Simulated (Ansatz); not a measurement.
A nudged elastic band was laid between two geometries of BFH2 + H2 (6 atoms, charge 0, multiplicity 1).

The calculation used RKS PBE0-D4/def2-SVP (Ansatz).

```json
{
 "movable images": "5",
 "climbing image": "yes",
 "spring": "5.0 eV/Å²",
 "optimiser": "quadratic models (default)",
 "start path": "through a guess of the saddle point",
 "force threshold": "0.05 eV/Å",
 "iteration limit": "60",
 "end points": "relaxed"
}
```

Image 0:

```xyz
6
Properties=species:S:1:pos:R:3
B -0.009 0.450 0.025
F -0.019 0.904 1.262
H 1.064 0.296 -0.511
H -1.074 0.230 -0.504
H 0.080 -2.372 0.655
H 0.071 -2.034 1.337
```

Image 6:

```xyz
6
Properties=species:S:1:pos:R:3
B 0.014 -0.351 -0.216
F 0.010 -0.047 1.657
H 1.040 0.218 -0.502
H -1.045 0.156 -0.497
H 0.051 -1.562 -0.090
H 0.041 -0.939 1.912
```

Question: What changes between the two ends?

Answer: Bonds broken: B1–F2, H5–H6. Bonds formed: B1–H5, F2–H6. BFH2 + H2 becomes BH3 + FH.

Question: What energy profile does the band end with?

Answer: It converged. The highest image is number 4 of 0 to 6, 34.5 kcal/mol above the first end and 7.3 kcal/mol above the last; the last end lies 27.2 kcal/mol above the first. A vibrational analysis at the climbing image gives one clearly imaginary mode, 1067i cm⁻¹: a first-order saddle point. The orbitals stay closed-shell, which can raise the energy where a bond breaks towards radicals; this wasn't checked here.

```csv
image,path coordinate (Å),energy (kcal/mol),B1–F2 (Å),H5–H6 (Å),B1–H5 (Å)
0,0.00,0.0,1.32,0.76,2.89
1,0.50,0.3,1.32,0.76,2.41
2,1.00,2.7,1.33,0.76,1.97
3,1.51,14.1,1.40,0.80,1.57
4,2.01,34.5,1.63,1.09,1.31
5,2.44,28.9,1.85,1.56,1.23
6,2.87,27.2,1.90,2.10,1.22
```

Question: What is the geometry of the highest image?

Answer: 
```xyz
6
Properties=species:S:1:pos:R:3:forces:R:3
B 0.013 -0.233 0.021 0.00 -0.01 0.01
F 0.011 0.063 1.623 0.00 -0.01 -0.01
H 1.061 0.110 -0.456 0.00 0.00 0.00
H -1.056 0.056 -0.448 0.00 0.00 0.00
H 0.046 -1.519 0.285 0.00 0.00 0.00
H 0.036 -1.003 1.239 0.00 0.01 0.00
```

Question: What are the harmonic wavenumbers there?

Answer: 1067i, 735, 821, 922, 1092, 1144, 1167, 1470, 2025, 2316, 2617, 2735 cm⁻¹.

The run took 39 s on 1 thread of AMD EPYC 7R43 64-Core Processor (Zen 3), with other jobs on the host, peak memory 0.11 GiB.
